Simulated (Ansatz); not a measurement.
Isolated molecules relaxed with PBE0-D4/def2-TZVP in Ansatz; ΔE leaves out vibrations. CCSD(T)/CBS is the MP2 limit (def2-TZVPP, def2-QZVPP) plus CCSD(T) − MP2 in def2-TZVPP, frozen cores. DFT in def2-TZVPP. B3LYP here is the variant with VWN-RPA as its local correlation; programs differ in this. One conformer a species, not always the lowest.

`COC(F)CCl` + `CCCl` → `CC(Cl)CCl` + `COCF`  (formal exchange of groups at a C–C bond)

| level | ΔE (kJ/mol) | difference from CCSD(T)/CBS |
| --- | --- | --- |
| PBE-D4 | 4.3 | 0.5 |
| r2SCAN-D4 | 6.6 | 2.8 |
| B3LYP-D4 | 5.3 | 1.5 |
| ωB97X-V | 7.3 | 3.5 |
| ωB97M-V | 6.7 | 2.9 |
| B2PLYP | 6.0 | 2.2 |
| PBE | 6.5 | 2.7 |
| PBE0 | 7.2 | 3.4 |
| B3LYP | 9.0 | 5.2 |
| HF/def2-TZVPP | 12.2 | 8.4 |
| SCS-MP2/def2-TZVPP | 2.1 | -1.7 |
| CCSD(T)/def2-TZVPP | 3.8 | 0.0 |
| HF/def2-QZVPP | 12.3 | 8.5 |
| MP2/def2-QZVPP | 0.0 | -3.8 |
| MP2/CBS(def2) | -0.1 | -3.9 |
| CCSD/CBS(def2) | 5.3 | 1.5 |
| CCSD(T)/CBS | 3.8 | 0 |

Largest T1 diagnostic among the species: 0.011.

In def2-TZVPP, CCSD(T) changes the Hartree–Fock value by −8.4 kJ/mol (the triples alone add −1.6 kJ/mol) and MP2 by −12.2 kJ/mol. The D4 term adds −3.7 kJ/mol with B3LYP and −1.8 kJ/mol with PBE0; it sums over pairs of atoms, weighted by their polarisabilities, and B3LYP, whose exchange is more repulsive, gets the larger term.
